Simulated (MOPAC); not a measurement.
MOPAC input (PM7):

```
PM7 FORCE THERMO(298,298) PRECISE LET UHF MS=0.5 GEO-OK AUX(PRECISION=9) THREADS=1
C2H5S

C     1.50345062 1    0.63421314 1   -0.00527351 1
C    -0.01064764 1    0.76795258 1    0.00522252 1
S    -0.86764105 1   -0.81110548 1    0.00005538 1
H    -0.34642324 1    1.34577896 1    0.89382722 1
H    -0.35760483 1    1.35762019 1   -0.87124029 1
H     1.98656993 1    1.62097308 1   -0.00171124 1
H     1.88146607 1    0.09149449 1    0.87167031 1
H     1.87027986 1    0.10334006 1   -0.89412384 1
```

Task: Which zero-point energy does it print?

Result: 37.40 kcal/mol, from the harmonic wavenumbers of PM7.
